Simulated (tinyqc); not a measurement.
RHF in the sto-3g basis, for BH2+, spin multiplicity 1, step by step (part 1 of 2). Computed by tinyqc, a small Python program that keeps every step (integrals from PySCF). Settings: charge = 1, multiplicity = 1, basis = sto-3g, energy threshold = 1e-10, iteration cap = 68, orthogonalisation = symmetric, start = core, DIIS depth = 0, method = RHF. Command: `OMP_NUM_THREADS=1 python tinyqc.py 25265 25266 out.jsonl` (the two numbers bound the seeds that draw the settings). One thread of a shared host (Intel(R) Xeon(R) Processor @ 2.60GHz), about 0.06 s of CPU time with the checks. Later iterations appear only in the table of the cycle.

## One-electron integrals

Geometry (angstrom):
```
atom         x          y         z
B     0.000000   0.000000  0.000000
H     0.000000   1.105000  0.607000
H     0.000000  -1.188000  0.653000
```

Basis sto-3g: exponents (1/bohr^2) and contraction coefficients of normalised primitives:
```
element  l (shell)   exponent  coefficient
B            s (1)  48.791113     0.154329
B            s (1)   8.887362     0.535328
B            s (1)   2.405267     0.444635
B            s (2)   2.236956    -0.099967
B            s (2)   0.519821     0.399513
B            s (2)   0.169062     0.700115
B            p (3)   2.236956     0.155916
B            p (3)   0.519821     0.607684
B            p (3)   0.169062     0.391957
H            s (1)   3.425251     0.154329
H            s (1)   0.623914     0.535328
H            s (1)   0.168855     0.444635
```

Overlap, kinetic and nuclear-attraction integrals over the contracted functions; the nuclear repulsion is the sum of Za Zb / Rab.

nuclear repulsion = 4.28116948 hartree

overlap S, lower triangle:
```
           1B 1s     1B 2s    1B 2px     1B 2py    1B 2pz     2H 1s     3H 1s
1B 1s   1.000000
1B 2s   0.269328  1.000000
1B 2px  0.000000  0.000000  1.000000
1B 2py  0.000000  0.000000  0.000000   1.000000
1B 2pz  0.000000  0.000000  0.000000   0.000000  1.000000
2H 1s   0.056605  0.439976  0.000000   0.406176  0.223121  1.000000
3H 1s   0.045701  0.394038  0.000000  -0.375454  0.206373  0.072211  1.000000
```

kinetic energy T (hartree), lower triangle:
```
            1B 1s     1B 2s    1B 2px     1B 2py    1B 2pz      2H 1s     3H 1s
1B 1s   10.826302
1B 2s   -0.047967  0.359168
1B 2px   0.000000  0.000000  1.123881
1B 2py   0.000000  0.000000  0.000000   1.123881
1B 2pz   0.000000  0.000000  0.000000   0.000000  1.123881
2H 1s   -0.014297  0.071758  0.000000   0.171382  0.094144   0.760032
3H 1s   -0.012905  0.052586  0.000000  -0.135591  0.074529  -0.011452  0.760032
```

nuclear attraction V (hartree), lower triangle:
```
             1B 1s      1B 2s     1B 2px     1B 2py     1B 2pz      2H 1s      3H 1s
1B 1s   -23.957476
1B 2s    -3.357541  -4.563208
1B 2px    0.000000   0.000000  -4.464892
1B 2py   -0.001962  -0.013596   0.000000  -4.621220
1B 2pz   -0.014868  -0.136039   0.000000  -0.006233  -4.512092
2H 1s    -0.710296  -1.752996   0.000000  -1.527764  -0.863304  -3.533061
3H 1s    -0.572147  -1.522788   0.000000   1.360000  -0.769835  -0.275181  -3.394596
```

core Hamiltonian H = T + V (hartree), lower triangle:
```
             1B 1s      1B 2s     1B 2px     1B 2py     1B 2pz      2H 1s      3H 1s
1B 1s   -13.131173
1B 2s    -3.405509  -4.204040
1B 2px    0.000000   0.000000  -3.341011
1B 2py   -0.001962  -0.013596   0.000000  -3.497339
1B 2pz   -0.014868  -0.136039   0.000000  -0.006233  -3.388211
2H 1s    -0.724592  -1.681238   0.000000  -1.356383  -0.769160  -2.773029
3H 1s    -0.585052  -1.470202   0.000000   1.224409  -0.695306  -0.286632  -2.634564
```

## Two-electron integrals

Functions are numbered as in S; the eight-fold symmetry (ij|kl) = (ji|kl) = (kl|ij) leaves the list below.

Two-electron integrals (ij|kl) in chemists' order, unique and non-zero (hartree):
```
(11|11) 2.923513    (21|11) 0.518376    (21|21) 0.109262    (22|11) 0.744229
(22|21) 0.193177    (22|22) 0.544804    (31|31) 0.020264    (32|31) 0.029996
(32|32) 0.120346    (33|11) 0.742491    (33|21) 0.193240    (33|22) 0.544682
(33|33) 0.586773    (41|41) 0.020264    (42|41) 0.029996    (42|42) 0.120346
(43|43) 0.031630    (44|11) 0.742491    (44|21) 0.193240    (44|22) 0.544682
(44|33) 0.523513    (44|44) 0.586773    (51|51) 0.020264    (52|51) 0.029996
(52|52) 0.120346    (53|53) 0.031630    (54|54) 0.031630    (55|11) 0.742491
(55|21) 0.193240    (55|22) 0.544682    (55|33) 0.523513    (55|44) 0.523513
(55|55) 0.586773    (61|11) 0.108557    (61|21) 0.022806    (61|22) 0.040465
(61|33) 0.040267    (61|41) 0.001453    (61|42) 0.002674    (61|44) 0.040741
(61|51) 0.000798    (61|52) 0.001469    (61|54) 0.000260    (61|55) 0.040410
(61|61) 0.004912    (62|11) 0.257162    (62|21) 0.067762    (62|22) 0.209640
(62|33) 0.203691    (62|41) 0.006547    (62|42) 0.039527    (62|44) 0.217251
(62|51) 0.003596    (62|52) 0.021713    (62|54) 0.007448    (62|55) 0.207783
(62|61) 0.015100    (62|62) 0.110298    (63|31) 0.006851    (63|32) 0.031832
(63|43) 0.007423    (63|53) 0.004078    (63|63) 0.012311    (64|11) 0.209436
(64|21) 0.055927    (64|22) 0.182610    (64|33) 0.172889    (64|41) 0.011531
(64|42) 0.063362    (64|44) 0.198585    (64|51) 0.002571    (64|52) 0.017320
(64|54) 0.010037    (64|55) 0.176163    (64|61) 0.013085    (64|62) 0.112568
(64|64) 0.124863    (65|11) 0.115048    (65|21) 0.030722    (65|22) 0.100311
(65|33) 0.094972    (65|41) 0.002571    (65|42) 0.017320    (65|44) 0.100931
(65|51) 0.008263    (65|52) 0.041346    (65|54) 0.010697    (65|55) 0.104925
(65|61) 0.007188    (65|62) 0.061836    (65|64) 0.061827    (65|65) 0.046274
(66|11) 0.414657    (66|21) 0.111310    (66|22) 0.389163    (66|33) 0.365947
(66|41) 0.013222    (66|42) 0.105384    (66|44) 0.419116    (66|51) 0.007263
(66|52) 0.057890    (66|54) 0.029207    (66|55) 0.381991    (66|61) 0.025305
(66|62) 0.260135    (66|64) 0.288802    (66|65) 0.158645    (66|66) 0.774606
(71|11) 0.087510    (71|21) 0.018391    (71|22) 0.032659    (71|33) 0.032504
(71|41) -0.001150   (71|42) -0.002133   (71|44) 0.032875    (71|51) 0.000632
(71|52) 0.001172    (71|54) -0.000204   (71|55) 0.032617    (71|61) 0.003778
(71|62) 0.011123    (71|64) 0.008743    (71|65) 0.005303    (71|66) 0.018148
(71|71) 0.003191    (72|11) 0.222305    (72|21) 0.058665    (72|22) 0.183438
(72|33) 0.178089    (72|41) -0.005644   (72|42) -0.035179   (72|44) 0.190278
(72|51) 0.003102    (72|52) 0.019337    (72|54) -0.006700   (72|55) 0.181772
(72|61) 0.011928    (72|62) 0.063714    (72|64) 0.048075    (72|65) 0.034982
(72|66) 0.115018    (72|71) 0.010547    (72|72) 0.087163    (73|31) 0.005713
(73|32) 0.027096    (73|43) -0.006466   (73|53) 0.003554    (73|63) 0.006268
(73|73) 0.009277    (74|11) -0.186285   (74|21) -0.049792   (74|22) -0.164288
(74|33) -0.155609   (74|41) 0.009818    (74|42) 0.055702    (74|44) -0.178469
(74|51) -0.002256   (74|52) -0.015724   (74|54) 0.009011    (74|55) -0.158608
(74|61) -0.009672   (74|62) -0.050037   (74|64) -0.032822   (74|65) -0.026954
(74|66) -0.086216   (74|71) -0.009359   (74|72) -0.091246   (74|74) 0.102855
(75|11) 0.102394    (75|21) 0.027369    (75|22) 0.090303    (75|33) 0.085533
(75|41) -0.002256   (75|42) -0.015724   (75|44) 0.090989    (75|51) 0.006953
(75|52) 0.035739    (75|54) -0.009466   (75|55) 0.094290    (75|61) 0.005839
(75|62) 0.035697    (75|64) 0.026529    (75|65) 0.025432    (75|66) 0.067369
(75|71) 0.005145    (75|72) 0.050154    (75|74) -0.051436   (75|75) 0.037550
(76|11) 0.040311    (76|21) 0.010629    (76|22) 0.033389    (76|33) 0.032432
(76|41) -0.000023   (76|42) -0.000232   (76|44) 0.033590    (76|51) 0.000962
(76|52) 0.005958    (76|54) -0.000058   (76|55) 0.034115    (76|61) 0.002280
(76|62) 0.014820    (76|64) 0.013133    (76|65) 0.009094    (76|66) 0.031340
(76|71) 0.001844    (76|72) 0.013370    (76|74) -0.012334   (76|75) 0.008371
(76|76) 0.002576    (77|11) 0.387137    (77|21) 0.104029    (77|22) 0.368811
(77|33) 0.347240    (77|41) -0.011729   (77|42) -0.098103   (77|44) 0.396579
(77|51) 0.006447    (77|52) 0.053924    (77|54) -0.027120   (77|55) 0.362147
(77|61) 0.021045    (77|62) 0.125180    (77|64) 0.090445    (77|65) 0.071672
(77|66) 0.230480    (77|71) 0.019008    (77|72) 0.227822    (77|74) -0.258535
(77|75) 0.142107    (77|76) 0.031340    (77|77) 0.774606
```

## Orthogonalisation

S = U s U^T; symmetric (Loewdin) form X = U s^(-1/2) U^T, so that X^T S X = 1.

eigenvalues of S: 0.336067  0.419651  0.863613  1.000000  1.098103  1.514616  1.767950

X, lower triangle:
```
            1B 1s      1B 2s    1B 2px     1B 2py     1B 2pz      2H 1s     3H 1s
1B 1s    1.031599
1B 2s   -0.162833   1.222014
1B 2px   0.000000   0.000000  1.000000
1B 2py  -0.001612   0.023426  0.000000   1.163507
1B 2pz  -0.010790   0.096585  0.000000   0.010401   1.048283
2H 1s    0.027173  -0.308856  0.000000  -0.284767  -0.153000   1.225245
3H 1s    0.025515  -0.258015  0.000000   0.246545  -0.131808  -0.014018  1.173004
```

## Starting guess

The start is the orbitals of the core Hamiltonian; D = 2 C_occ C_occ^T.

D at the start, lower triangle:
```
            1B 1s      1B 2s    1B 2px     1B 2py     1B 2pz      2H 1s     3H 1s
1B 1s    2.139667
1B 2s   -0.532137   2.002351
1B 2px   0.000000   0.000000  0.000000
1B 2py  -0.004542   0.023167  0.000000   2.314756
1B 2pz  -0.254441   1.024783  0.000000  -0.002496   0.524723
2H 1s    0.063530  -0.210079  0.000000  -0.227638  -0.106049   0.043985
3H 1s    0.061623  -0.206900  0.000000   0.228469  -0.107263  -0.000731  0.044427
```

## Iteration 1: building the Fock matrix

J_ij = sum D_kl (ij|kl), K_ij = sum D_kl (ik|jl); F = H + J - 0.5 K; E = tr D H + tr D J / 2 - 0.25 tr D K + E_nn.

Coulomb J (hartree), lower triangle:
```
           1B 1s      1B 2s    1B 2px     1B 2py    1B 2pz     2H 1s     3H 1s
1B 1s   8.935225
1B 2s   1.829695   3.704087
1B 2px  0.000000   0.000000  3.653187
1B 2py  0.000069  -0.000088  0.000000   3.768932
1B 2pz  0.043710   0.188025  0.000000  -0.001118  3.677685
2H 1s   0.385952   1.406890  0.000000   1.204937  0.699801  2.512011
3H 1s   0.311261   1.226245  0.000000  -1.079697  0.625781  0.225347  2.364719
```

exchange K (hartree), lower triangle:
```
            1B 1s     1B 2s    1B 2px     1B 2py    1B 2pz     2H 1s     3H 1s
1B 1s    5.986215
1B 2s    1.114192  1.278457
1B 2px   0.000000  0.000000  0.312190
1B 2py  -0.000034  0.002547  0.000000   1.414332
1B 2pz   0.025657  0.524831  0.000000  -0.005876  0.555251
2H 1s    0.249470  0.541566  0.000000   0.420768  0.272175  0.417591
3H 1s    0.202354  0.463515  0.000000  -0.366977  0.237521  0.097476  0.316601
```

Fock matrix F (hartree), lower triangle:
```
            1B 1s      1B 2s    1B 2px     1B 2py     1B 2pz      2H 1s      3H 1s
1B 1s   -7.189056
1B 2s   -2.132909  -1.139182
1B 2px   0.000000   0.000000  0.156081
1B 2py  -0.001877  -0.014958  0.000000  -0.435573
1B 2pz   0.016014  -0.210429  0.000000  -0.004413   0.011848
2H 1s   -0.463376  -0.545131  0.000000  -0.361829  -0.205446  -0.469814
3H 1s   -0.374968  -0.475715  0.000000   0.328201  -0.188286  -0.110024  -0.428146
```

total energy of this density = -24.11343501 hartree

## Iteration 1: diagonalisation and new density

Diagonalise F' = X^T F X, C = X C', fill 3 alpha and 3 beta electrons from the bottom; D = 2 C_occ C_occ^T. Each column has its largest component positive (the first on a tie).

F' = X^T F X (hartree), lower triangle:
```
           1          2         3          4          5          6          7
1  -7.002798
2  -1.126494  -0.528695
3   0.000000   0.000000  0.156081
4  -0.001015   0.012105  0.000000  -0.209865
5   0.025677  -0.096594  0.000000   0.009752   0.083793
6  -0.056965  -0.310885  0.000000  -0.313409  -0.176386  -0.128606
7  -0.031876  -0.258635  0.000000   0.272074  -0.152238  -0.034031  -0.164845
```

orbital energies (hartree): MO1 -7.195670, MO2 -0.719036, MO3 -0.576116, MO4 0.026787, MO5 0.156081, MO6 0.211688, MO7 0.301331

coefficients C:
```
              MO1        MO2        MO3        MO4       MO5        MO6        MO7
1B 1s    0.990208  -0.230110   0.023901  -0.210109  0.000000   0.067972   0.097059
1B 2s    0.036827   0.654739  -0.081240   0.877312  0.000000  -0.396522  -0.572825
1B 2px   0.000000   0.000000   0.000000   0.000000  1.000000   0.000000   0.000000
1B 2py   0.000740   0.066783   0.616251  -0.086441  0.000000   0.708609  -0.776182
1B 2pz   0.001112   0.227555  -0.029751  -0.527099  0.000000  -0.672122  -0.605792
2H 1s   -0.006264   0.327835   0.331578  -0.383037  0.000000  -0.079350   1.153941
3H 1s   -0.005667   0.245722  -0.406873  -0.509449  0.000000   1.016365  -0.054983
```

D after iteration 1, lower triangle:
```
            1B 1s      1B 2s    1B 2px     1B 2py    1B 2pz      2H 1s     3H 1s
1B 1s    2.068067
1B 2s   -0.232275   0.873280
1B 2px   0.000000   0.000000  0.000000
1B 2py   0.000190  -0.012623  0.000000   0.768451
1B 2pz  -0.103945   0.302894  0.000000  -0.006273  0.105335
2H 1s   -0.147432   0.374957  0.000000   0.452448  0.129457   0.434917
3H 1s   -0.143759   0.387459  0.000000  -0.468660  0.136028  -0.108636  0.451914
```

## Iteration 2: building the Fock matrix

As before.

Coulomb J (hartree), lower triangle:
```
           1B 1s     1B 2s    1B 2px     1B 2py    1B 2pz     2H 1s     3H 1s
1B 1s   8.180163
1B 2s   1.648885  3.377560
1B 2px  0.000000  0.000000  3.307580
1B 2py  0.001428  0.006060  0.000000   3.468436
1B 2pz  0.032978  0.196256  0.000000   0.001269  3.344174
2H 1s   0.347871  1.348982  0.000000   1.191914  0.691985  2.645840
3H 1s   0.280309  1.180668  0.000000  -1.071435  0.621630  0.215990  2.535034
```

exchange K (hartree), lower triangle:
```
            1B 1s     1B 2s    1B 2px     1B 2py    1B 2pz     2H 1s     3H 1s
1B 1s    5.898044
1B 2s    1.086670  1.132798
1B 2px   0.000000  0.000000  0.224897
1B 2py   0.000271  0.016186  0.000000   1.131712
1B 2pz  -0.002072  0.382459  0.000000   0.005572  0.376386
2H 1s    0.233741  0.694103  0.000000   0.633694  0.321838  1.054908
3H 1s    0.189077  0.629830  0.000000  -0.593960  0.296403  0.105485  0.989994
```

Fock matrix F (hartree), lower triangle:
```
            1B 1s      1B 2s     1B 2px     1B 2py     1B 2pz      2H 1s      3H 1s
1B 1s   -7.900032
1B 2s   -2.299958  -1.392879
1B 2px   0.000000   0.000000  -0.145879
1B 2py  -0.000670  -0.015629   0.000000  -0.594759
1B 2pz   0.019146  -0.131012   0.000000  -0.007750  -0.232230
2H 1s   -0.493592  -0.679307   0.000000  -0.481316  -0.238095  -0.654643
3H 1s   -0.399281  -0.604448   0.000000   0.449955  -0.221878  -0.123385  -0.594528
```

total energy of this density = -25.09788482 hartree

## Iteration 2: diagonalisation and new density

As before.

F' = X^T F X (hartree), lower triangle:
```
           1          2          3          4          5          6          7
1  -7.710789
2  -1.175112  -0.693273
3   0.000000   0.000000  -0.145879
4   0.000452   0.012413   0.000000  -0.299481
5   0.013984   0.010933   0.000000   0.005755  -0.151485
6  -0.049614  -0.391565   0.000000  -0.394081  -0.191017  -0.244249
7  -0.022432  -0.344409   0.000000   0.362390  -0.172448  -0.033131  -0.259711
```

orbital energies (hartree): MO1 -7.904797, MO2 -0.943196, MO3 -0.793753, MO4 -0.233922, MO5 -0.145879, MO6 0.216815, MO7 0.299864

coefficients C:
```
              MO1        MO2        MO3        MO4       MO5        MO6        MO7
1B 1s    0.992082  -0.229776   0.023372   0.147428  0.000000   0.153002   0.097498
1B 2s    0.030070   0.664133  -0.082560  -0.585624  0.000000  -0.779802  -0.540217
1B 2px   0.000000   0.000000   0.000000   0.000000  1.000000   0.000000   0.000000
1B 2py   0.000476   0.057861   0.595028   0.005572  0.000000   0.522307  -0.930613
1B 2pz  -0.000076   0.152403  -0.017063   0.795135  0.000000  -0.596731  -0.370658
2H 1s   -0.005169   0.341715   0.352128   0.219005  0.000000   0.287835   1.153451
3H 1s   -0.004671   0.258867  -0.420280   0.231190  0.000000   1.074734  -0.263335
```

D after iteration 2, lower triangle:
```
            1B 1s      1B 2s    1B 2px     1B 2py    1B 2pz      2H 1s     3H 1s
1B 1s    2.075139
1B 2s   -0.249400   0.897585
1B 2px   0.000000   0.000000  0.000000
1B 2py   0.002168  -0.021368  0.000000   0.714813
1B 2pz  -0.070985   0.205244  0.000000  -0.002669  0.047035
2H 1s   -0.150832   0.395434  0.000000   0.458592  0.092141   0.481581
3H 1s   -0.147877   0.412960  0.000000  -0.470205  0.093247  -0.119019  0.487338
```

## Iteration 18 (converged): orbitals

converged F (hartree), lower triangle:
```
            1B 1s      1B 2s     1B 2px     1B 2py     1B 2pz      2H 1s      3H 1s
1B 1s   -7.927343
1B 2s   -2.302526  -1.424185
1B 2px   0.000000   0.000000  -0.161689
1B 2py  -0.001039  -0.013294   0.000000  -0.596914
1B 2pz   0.010088  -0.112093   0.000000  -0.011845  -0.220315
2H 1s   -0.494537  -0.689342   0.000000  -0.487765  -0.222220  -0.669983
3H 1s   -0.399825  -0.615015   0.000000   0.455594  -0.201854  -0.119364  -0.609546
```

As before.

F' = X^T F X (hartree), lower triangle:
```
           1          2          3          4          5          6          7
1  -7.739489
2  -1.169892  -0.724391
3   0.000000   0.000000  -0.161689
4  -0.000341   0.015361   0.000000  -0.297567
5   0.002159   0.026523   0.000000   0.002171  -0.145248
6  -0.048687  -0.393970   0.000000  -0.397212  -0.176651  -0.262235
7  -0.021459  -0.347358   0.000000   0.364424  -0.155106  -0.030436  -0.277726
```

orbital energies (hartree): MO1 -7.931850, MO2 -0.961227, MO3 -0.806379, MO4 -0.238458, MO5 -0.161689, MO6 0.200160, MO7 0.291098

coefficients C:
```
              MO1        MO2        MO3        MO4       MO5        MO6        MO7
1B 1s    0.992270  -0.234733   0.022748   0.137119  0.000000   0.158786   0.089380
1B 2s    0.029470   0.683824  -0.083040  -0.562407  0.000000  -0.808527  -0.496263
1B 2px   0.000000   0.000000   0.000000   0.000000  1.000000   0.000000   0.000000
1B 2py   0.000528   0.050605   0.584165   0.003416  0.000000   0.471592  -0.964397
1B 2pz   0.001072   0.112171  -0.003667   0.795141  0.000000  -0.625188  -0.336938
2H 1s   -0.005271   0.334778   0.366280   0.233215  0.000000   0.351683   1.130362
3H 1s   -0.004747   0.256877  -0.423954   0.258082  0.000000   1.051420  -0.321992
```

D after iteration 18, lower triangle:
```
            1B 1s      1B 2s    1B 2px     1B 2py    1B 2pz      2H 1s     3H 1s
1B 1s    2.080433
1B 2s   -0.266326   0.950759
1B 2px   0.000000   0.000000  0.000000
1B 2py   0.003868  -0.027778  0.000000   0.687621
1B 2pz  -0.050699   0.154082  0.000000   0.007069  0.025194
2H 1s   -0.150964   0.396716  0.000000   0.461813  0.072407   0.492530
3H 1s   -0.149304   0.421448  0.000000  -0.469325  0.060727  -0.138528  0.491490
```

## Convergence

Stop when the energy changes by less than 1e-10 hartree and every element of the error matrix X^T (F D S - S D F) X is below 3e-06.

Course of the cycle:
```
iteration   E (hartree)     change  largest element of the error matrix
1          -24.11343501          -                             5.48e-01
2          -25.09788482  -9.84e-01                             8.40e-02
3          -25.11137482  -1.35e-02                             3.03e-02
4          -25.11318428  -1.81e-03                             1.08e-02
5          -25.11345211  -2.68e-04                             3.95e-03
6          -25.11349422  -4.21e-05                             1.48e-03
7          -25.11350146  -7.23e-06                             5.85e-04
8          -25.11350289  -1.43e-06                             2.93e-04
9          -25.11350323  -3.40e-07                             1.69e-04
10         -25.11350333  -9.70e-08                             1.03e-04
11         -25.11350336  -3.14e-08                             6.25e-05
12         -25.11350337  -1.09e-08                             3.80e-05
13         -25.11350337  -3.89e-09                             2.30e-05
14         -25.11350337  -1.41e-09                             1.40e-05
15         -25.11350337  -5.15e-10                             8.46e-06
16         -25.11350337  -1.89e-10                             5.12e-06
17         -25.11350337  -6.91e-11                             3.10e-06
18         -25.11350337  -2.53e-11                             1.88e-06
```

PySCF RHF in the same basis = -25.11350337 hartree

Converged in 18 iterations.
